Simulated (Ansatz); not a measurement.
CH₂O, SMILES C=O, a rigid scan of one bond length

Computed with Ansatz 0.2.0, Python API.

The script reads `ch2o.xyz`:
```text
4

C     0.00424   -0.00001   -0.00230
O     0.69206    0.54547    0.80385
H    -0.54567    0.54659   -0.78689
H    -0.15063   -1.09205   -0.01466
```

The cells in order, each with its output:

In [1]:
```python
import ansatz as az
import matplotlib.pyplot as plt
import numpy as np

geometry = az.Crystal.molecule_from_extxyz("ch2o.xyz")

symbols = [site.symbol for site in geometry.cartesian_sites]
start = np.array([site.position_ang for site in geometry.cartesian_sites])
axis = (start[2] - start[0]) / np.linalg.norm(start[2] - start[0])
moving = [2]
lengths, energies = [0.94, 1.01, 1.1, 1.21, 1.38, 1.65, 1.99, 2.43], []
for length in lengths:
    xyz = start.copy()
    xyz[moving] += (length - np.linalg.norm(start[2] - start[0])) * axis
    point = az.Crystal.molecule()
    for symbol, place in zip(symbols, xyz):
        point = point.atom(symbol, place.tolist())
    setup = (
        point.calculation()
        .basis(gaussian="6-31G*")
        .correlation("mp2")
    )
    rep = setup.run(threads=1, backend="cpu").report
    energies.append(rep["free_energy_ev"])
    print(f"r = {length:6.3f} A  E = {energies[-1]:.5f} eV  <S^2> = {abs(rep['mean_field']['state']['spin_squared']):.3f}")
```
```text
r =  0.940 A  E = -3106.00062 eV  <S^2> = 0.000
r =  1.010 A  E = -3106.44338 eV  <S^2> = 0.000
r =  1.100 A  E = -3106.62496 eV  <S^2> = 0.000
r =  1.210 A  E = -3106.49244 eV  <S^2> = 0.000
r =  1.380 A  E = -3105.92932 eV  <S^2> = 0.000
r =  1.650 A  E = -3104.83521 eV  <S^2> = 0.000
r =  1.990 A  E = -3103.63270 eV  <S^2> = 0.000
r =  2.430 A  E = -3102.51420 eV  <S^2> = 0.000
```

In [2]:
```python
print("energy above the lowest point (eV):", [round(e - min(energies), 3) for e in energies])
plt.figure(figsize=(4.5, 3))
plt.plot(lengths, np.array(energies) - min(energies), "o-")
plt.xlabel("bond length (A)")
plt.ylabel("E - E(min) (eV)")
plt.tight_layout()
plt.savefig("scan.png", dpi=100)
```
```text
energy above the lowest point (eV): [0.624, 0.182, 0.0, 0.133, 0.696, 1.79, 2.992, 4.111]
```

Reading the output:
- Total energies depend on the basis set; only differences at equal settings carry meaning.
- The rest of the molecule is held rigid at a force-field or estimated start geometry, and the basis set is modest; single-reference methods fail as a bond breaks.
- The orbitals are restricted, so S² is zero by construction.
- Toward dissociation an unrestricted state can lie under the restricted one, by tenths of an eV for polar bonds under a functional and by 1 to 2 eV or more for others.
- S² is that of the Hartree-Fock reference.
- Timing: 1.8 s on 1 thread of Intel(R) Xeon(R) Platinum 8488C (Sapphire Rapids) (shared host), peak memory 0.19 GiB.
